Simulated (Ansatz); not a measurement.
The input, for Ansatz 0.2.0:

```yaml
crystal:
  periodic: [false, false, false]
  atoms:
    - {symbol: F, position_ang: [0.000000, 0.000000, 0.000000]}
    - {symbol: Be, position_ang: [0.000000, 0.000000, 3.647000]}
basis:
  gaussian: {orbitals: "6-31++G**"}
magnetization: {spin_polarized: true, initial_magnetization: 1}
hamiltonian: {xc: hf}
accuracy: high
scf: {lower_state_search: off}
output: {orbitals: {seedname: orbitals}}
```

```sh
$ ansatz run in.yaml --threads 1 --pin off --events-out ev --progress --plain --max-ram 2393MiB
```

The program prints:

```
these checks for a lower state are left out or cut short: stability, starts, cluster_reference, orbital_swaps, neighbouring_geometries, increment
598 factors; integrals over basis functions are off by at most 2.8e-9 eV
mean field evaluation 1: about -3094.6968 eV, gradient 2.8e1 eV
mean field evaluation 2: about -3094.6973 eV, gradient 2.8e1 eV
mean field evaluation 4: about -3097.5216 eV, gradient 8.0e0 eV
mean field evaluation 8: about -3098.0314 eV, gradient 4.2e-1 eV
mean field evaluation 16: about -3100.5189 eV, gradient 1.5e-1 eV
mean field -3100.51924556 eV, -113.9419806670 hartree, gradient 1.2e-8 eV, S^2 0.926249; 0 other end points of the search recorded, 0 dependent functions left out
reference -3100.51924556 eV, -113.9419806670 hartree; 7, 6 occupied and 31, 32 virtual orbitals, 598 factors
Total energy: -3100.51924556 eV, -113.9419806670 hartree
Checks for a lower state left out: stability, starts, cluster_reference, orbital_swaps, neighbouring_geometries, increment
```

Ran on 1 thread of Intel Xeon, shared host: 0.58 s wall, 0.19 GiB peak host memory.
